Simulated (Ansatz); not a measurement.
Geometry optimisation, RKS B3LYP-D4/def2-mTZVP (Ansatz).

input.yaml

```yaml
crystal:
  periodic: [false, false, false]
  atoms:
    - { symbol: B, position_ang: [0.071684, 0.338579, -0.479908] }
    - { symbol: "N", position_ang: [-0.075841, 0.082965, 2.247328] }
    - { symbol: H, position_ang: [-0.869881, -0.146917, 2.835005] }
    - { symbol: H, position_ang: [0.742121, 0.16828, 2.841473] }
    - { symbol: O, position_ang: [1.322325, -0.016854, -0.873331] }
    - { symbol: H, position_ang: [1.344209, -0.897298, -1.266073] }
    - { symbol: H, position_ang: [-0.872635, -0.35638, -0.704212] }
    - { symbol: H, position_ang: [-0.037762, 1.420011, 0.008071] }
    - { symbol: H, position_ang: [-0.252519, 1.011215, 1.822148] }
basis:
  gaussian: { orbitals: def2-mTZVP }
hamiltonian:
  xc: b3lyp
  dispersion: d4
relax:
  f_tol: 0.03
  max_steps: 50
```

Launched with:

```bash
$ ansatz run input.yaml --threads 1 --pin off --max-ram 2048MiB --backend cpu --events-out ev --progress --plain --runs-dir out
```

**Question.** Where does it end, and by what steps?

**Answer.** It converged. After 16 steps the energy has fallen by 0.522 eV; H3 moved furthest, 1.20 Å. Joined: B1–N2 (2.74 → 1.71 Å).

```
step  energy less start (eV)  largest force component (eV/Å)  accepted
   0                  0.0000                           0.758       yes
   1                 -0.0654                           0.656       yes
   2                 -0.0758                           1.446       yes
   3                 -0.1039                           1.163       yes
   4                 -0.1864                           0.384       yes
   5                 -0.2510                           0.464       yes
   6                 -0.3483                           0.684       yes
   7                 -0.4266                           1.037       yes
   8                 -0.4466                           0.340       yes
   9                 -0.4703                           0.127       yes
  10                 -0.4816                           0.322       yes
  11                 -0.3497                           1.775        no
  12                 -0.4981                           0.130       yes
  13                 -0.5084                           0.264       yes
  14                 -0.5098                           0.360       yes
  15                 -0.5220                           0.115       yes
  16                 -0.5224                           0.021       yes
```

```xyz
9
Properties=species:S:1:pos:R:3
B 0.058 0.422 0.021
N -0.029 0.291 1.720
H -0.179 -0.672 2.014
H 0.859 0.596 2.116
O 1.236 -0.316 -0.346
H 1.025 -1.174 -0.730
H -1.003 -0.031 -0.354
H 0.174 1.619 -0.124
H -0.770 0.868 2.114
```

Time of the run: 34 s on 1 thread of Intel(R) Xeon(R) Platinum 8488C (Sapphire Rapids), with other jobs on the host, peak memory 0.15 GiB.
